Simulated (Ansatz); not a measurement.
**Al2H4O: taking an electron away**

How much energy removes an electron from Al2H4O at fixed geometry? The cation is run at each level and the neutral's energy taken from earlier runs.

Program: Ansatz 0.2.0, Gaussian basis. Level of theory: unrestricted cation, the program's frozen cores in correlated methods. These are calculated values, not measurements.

Levels to be run: UKS PBE-D4/def2-TZVPP; UKS r2SCAN-D4/def2-TZVPP; UKS PBE0-D4/def2-TZVPP; UKS B3LYP-D4/def2-TZVPP; UKS wB97X-V/def2-TZVPP; UKS wB97M-V/def2-TZVPP; UKS B2PLYP/def2-TZVPP; UHF-CCSD(T)/def2-TZVPP; UHF-MP2/def2-QZVPP; extrapolation to the limit; then −ε(HOMO) from the neutral's earlier runs with LDA (SPW92), PBE-D4, revPBE-D4, BLYP-D4, r2SCAN-D4, B97M-V, PBE0-D4, B3LYP-D4, r2SCANh-D4, r2SCAN0-D4, HSE06-D4, BHLYP-D4, CAM-B3LYP-D4, LC-ωPBE, ωB97X-V, ωB97M-V.

### Step 1. The relaxed structure

The geometry comes from an earlier relaxation with PBE0-D4 in a triple-zeta def2 set; it is a stationary point, not always the lowest conformer.

SMILES `[OH][AlH][AlH2]`, 7 atoms, charge 0, spin multiplicity 1.

Atoms are counted from 1 here; the program's logs count them from 0.

Bond lengths: O1–Al2 1.706 Å, O1–H4 0.957 Å, Al2–Al3 2.587 Å, Al2–H5 1.598 Å, Al3–H6 1.595 Å, Al3–H7 1.595 Å. Angles: Al2–O1–H4 123.0°, O1–Al2–Al3 113.9°, O1–Al2–H5 117.2°, Al3–Al2–H5 128.9°, Al2–Al3–H6 121.9°, Al2–Al3–H7 121.9°, H6–Al3–H7 116.2°.

### Step 2. Cation, UKS PBE-D4/def2-TZVPP

The input, in.yaml:

```yaml
crystal:
  periodic: [false, false, false]
  atoms:
    - {symbol: O, position_ang: [-1.761142, -0.901764, -0.372930]}
    - {symbol: Al, position_ang: [-0.424051, 0.060226, -0.815782]}
    - {symbol: Al, position_ang: [1.332174, 0.339367, 1.062632]}
    - {symbol: H, position_ang: [-2.486374, -1.090704, -0.967632]}
    - {symbol: H, position_ang: [-0.413066, 0.659674, -2.297365]}
    - {symbol: H, position_ang: [2.554984, -0.670254, 1.230417]}
    - {symbol: H, position_ang: [1.258574, 1.535355, 2.114761]}
basis:
  gaussian: {orbitals: def2-TZVPP}
total_charge: 1
magnetization: {spin_polarized: true, initial_magnetization: 1}
hamiltonian: {xc: pbe, dispersion: d4}
```

Run with:

```sh
> ansatz run in.yaml --threads 2 --pin off --events-out ev --progress --plain --max-ram 4352MiB
```

The runs that follow: Cation, UKS r2SCAN-D4/def2-TZVPP; Cation, UKS PBE0-D4/def2-TZVPP; Cation, UKS B3LYP-D4/def2-TZVPP; Cation, UKS wB97X-V/def2-TZVPP; Cation, UKS wB97M-V/def2-TZVPP; Cation, UKS B2PLYP (frozen core)/def2-TZVPP; Cation, UHF-CCSD(T)/def2-TZVPP; Cation, UHF-MP2/def2-QZVPP.

Q: Predict the results of all the runs planned. Wanted: ionisation energy, CCSD(T)/CBS; nearest functional by difference; nearest −ε(HOMO); −ε(HOMO) of PBE; T1 of the cation.

**Answer**, as computed:

```
                        quantity               value
  ionisation energy, CCSD(T)/CBS             9.27 eV
nearest functional by difference  ωB97X-V (-0.14 eV)
                nearest −ε(HOMO)  ωB97X-V (-0.13 eV)
                 −ε(HOMO) of PBE             5.89 eV
                T1 of the cation               0.021
```

In words: Energy differences with functionals land within 0.49 eV of the reference. −ε(HOMO) of PBE misses by 3.4 eV, since self-interaction lifts the level. Among orbital estimates ωB97X-V comes nearest. Hartree-Fock falls 0.89 eV short, as the neutral has more correlation energy than the cation.
